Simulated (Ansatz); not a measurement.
# fcc Ir

All values below come from r²SCAN (PAW; Ansatz, a program for electronic structure).

Numerical settings: plane-wave cutoff 560 eV, 24×24×24 k mesh, Fermi–Dirac smearing 0.05 eV, no spin polarisation, scalar-relativistic PAW data made under PBE.

Cell: relaxed at this level.

* **volume per atom**: 14.20 Å³/atom
* **bulk modulus B0**: 377 GPa
* **lattice constant a**: 3.844 Å
* **band gap**: zero (no gap)
* **pressure derivative B′ of the bulk modulus**: 5.1

Measured, for comparison: equilibrium volume per atom 14.06 Å³/atom, lattice constant a 3.831 Å (static lattice: zero-point anharmonic expansion removed; as tabulated in Mejia-Rodriguez and Trickey (2018), arXiv:1807.09216); bulk modulus 365 GPa (corrected for temperature and zero-point phonon effects; as tabulated in Levämäki et al. (2014), arXiv:1402.3671). Computed (rounded) less measured: equilibrium volume per atom +1.0 %, bulk modulus +3 %, lattice constant a +0.3 %.

Spin–orbit coupling is not included.

The computed numbers hold no vibrational or temperature effects.

It cost around 90 core-seconds (rough) of CPU time.
